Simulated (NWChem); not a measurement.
# C3H3N (Z-propargylimine): levels of theory compared

We compute a comparison of 6 runs (HF/STO-3G, HF/3-21G, HF/def2-SVPD, PBE0/def2-SVPD, MP2/def2-SVPD, CCSD(T)/def2-SVPD) of C3H3N (Z-propargylimine). 

The calculation is run with NWChem 7.3.0.

25 further runs of the same task are left out: 1 that didn't finish, 24 set aside as unsound or not needed. Runs told in other sessions of the task aren't counted.

## (1) The structure to begin with

The species is C3H3N (7 atoms), meant as a singlet with charge 0. As SMILES, `[H]/N=C\C#C`. The C3–H6 distance was set to 2.402 Å, away from the relaxed value. At this shape a bond of the SMILES string is far longer than usual.

Bond lengths: N2–C3 1.269 Å, C3–C4 1.430 Å, C4–C5 1.202 Å, H1–N2 1.021 Å, C5–H7 1.065 Å. Angles: N2–C3–C4 126.0°, C3–C4–C5 179.5°, H1–N2–C3 110.5°, C4–C5–H7 179.6°.

## (2) A single-point energy at HF/STO-3G (run 1)

The input, a.nw:

```
start a
memory total 2200 mb

geometry units angstroms noautosym nocenter noautoz
H     -0.588291    -2.716484    -0.551628
N     -0.059401    -2.209734     0.160032
C     -0.110861    -0.960154    -0.054138
C     -0.801921    -0.318574    -1.129438
C     -1.379641     0.230066    -2.029768
H      1.046470     0.497080     1.464630
H     -1.893971     0.708676    -2.830188
end

basis "ao basis" spherical bse
* library STO-3G
end

scf
thresh 1e-08
maxiter 80
end

task scf energy
```

Run with:

```
nwchem a.nw > a.out
```

Output:

```text
[...]
  functions       =    23
[...]
  wavefunction    = RHF
[...]
         Total SCF energy =   -167.243530632149
      One-electron energy =   -400.360236082381
      Two-electron energy =    145.550289828147
 Nuclear repulsion energy =     87.566415622085
        Time for solution =      2.0s
[...]
```

Run time: 2.9 s. Hardware: 1 thread of Intel Xeon Platinum 8259CL at 2.50GHz (Skylake/Cascade Lake), shared host; peak memory 0.098 GiB.

## (3) The energy at HF/3-21G (run 2)

The input, c3h3n.nw:

```
start c3h3n
title "C3H3N energy"
memory 2200 mb
geometry units angstrom noautosym nocenter noautoz
  H     -0.588291    -2.716484    -0.551628
  N     -0.059401    -2.209734     0.160032
  C     -0.110861    -0.960154    -0.054138
  C     -0.801921    -0.318574    -1.129438
  C     -1.379641     0.230066    -2.029768
  H      1.046470     0.497080     1.464630
  H     -1.893971     0.708676    -2.830188
end
basis spherical bse
  H library 3-21G
  N library 3-21G
  C library 3-21G
end
scf
  thresh 1e-08
  maxiter 80
end
task scf energy
```

Run with:

```
nwchem c3h3n.nw > c3h3n.out
```

Output:

```text
[...]
  functions       =    42
[...]
  wavefunction    = RHF
[...]
         Total SCF energy =   -168.531213012220
      One-electron energy =   -399.690986351571
      Two-electron energy =    143.593357717266
 Nuclear repulsion energy =     87.566415622085
        Time for solution =      1.8s
[...]
```

It took 2.6 s on 1 thread of Intel Xeon Platinum 8259CL at 2.50GHz (Skylake/Cascade Lake), shared host; peak memory 0.098 GiB.

Runs 3 to 5 aren't shown in full; the table further down has their settings and results.

## (4) A single-point energy at CCSD(T)/def2-SVPD (run 6)

The input, c3h3n.nw:

```
start c3h3n
title "C3H3N ccsd(t)"
memory 2200 mb
charge 0

geometry noautosym nocenter noautoz
  H       -0.588291      -2.716484      -0.551628
  N       -0.059401      -2.209734       0.160032
  C       -0.110861      -0.960154      -0.054138
  C       -0.801921      -0.318574      -1.129438
  C       -1.379641       0.230066      -2.029768
  H        1.046470       0.497080       1.464630
  H       -1.893971       0.708676      -2.830188
end

basis spherical bse
  * library def2-SVPD
end

scf
  thresh 1e-08
  maxiter 80
end

ccsd
  freeze core 4
  maxiter 60
end

task ccsd(t)
```

Run with:

```
nwchem c3h3n.nw > c3h3n.out
```

Output:

```text
[...]
  functions       =   104
[...]
  wavefunction    = RHF
[...]
         Total SCF energy =   -169.371685851823
      One-electron energy =   -400.754601046830
      Two-electron energy =    143.816499572922
 Nuclear repulsion energy =     87.566415622085
        Time for solution =     31.2s
[...]
 Total MP2 energy:           -169.976240791547127
[...]
             energy      energy      error      ampl     ampl      Block
                                                time     time      time
[...]
 Total CCSD energy:           -170.010281511342754
[...]
 Total CCSD+T(CCSD) energy:           -170.052751123846321
[...]
 Total CCSD(T) energy:                -170.050588977628081
[...]
```

Wall time 5.4 min (1 thread of Intel Xeon Platinum 8259CL at 2.50GHz (Skylake/Cascade Lake), shared host); peak memory 0.32 GiB.

## (5) The series

```
run              level  iteration cap   module  energy (Eh)  HOMO energy (eV)  LUMO energy (eV)  HOMO–LUMO gap (eV)  wall time
  1          HF/STO-3G             80      scf  -167.243531             -6.31              2.43                8.74      2.9 s
  2           HF/3-21G             80      scf  -168.531213             -8.86              0.02                8.88      2.6 s
  3       HF/def2-SVPD             80      scf  -169.371686             -9.27             -0.50                8.77       31 s
  4     PBE0/def2-SVPD            100      dft  -170.275771                 –                 –                   –       28 s
  5      MP2/def2-SVPD             80      mp2  -169.976241             -9.27             -0.50                8.77       36 s
  6  CCSD(T)/def2-SVPD             80  ccsd(t)  -170.050589             -9.27             -0.50                8.77    5.4 min
```

## (6) Outcome

| quantity | value |
| --- | --- |
| run 6: total energy | -170.05059 Eh |
| run 6: HOMO energy (Hartree–Fock orbitals) | -9.27 eV |
| run 6: LUMO energy (Hartree–Fock orbitals) | -0.50 eV |
| run 6: HOMO–LUMO gap (Hartree–Fock orbitals) | 8.77 eV |
| run 6: correlation energy (4 core orbitals frozen) | -678.9 mEh |
| run 6: (T) correction | -40.31 mEh |

Below the HF energy at the same shape and in the same basis (def2-SVPD): MP2 -604.6 mEh; CCSD(T) -678.9 mEh. Over runs 1, 2, 3 the dipole moment (its size) runs from 2.39 D (HF/STO-3G) to 3.69 D (HF/3-21G). Over runs 1, 2, 3 the HOMO–LUMO gap runs from 8.74 eV (HF/STO-3G) to 8.88 eV (HF/3-21G). In run 1 the basis is minimal, so the values are rough. In all runs a closed-shell determinant meets a far-stretched bond; if it breaks into open shells, such a determinant describes it badly, and no broken-symmetry solution was shown. All runs together took 7.1 min, the longest 5.4 min.
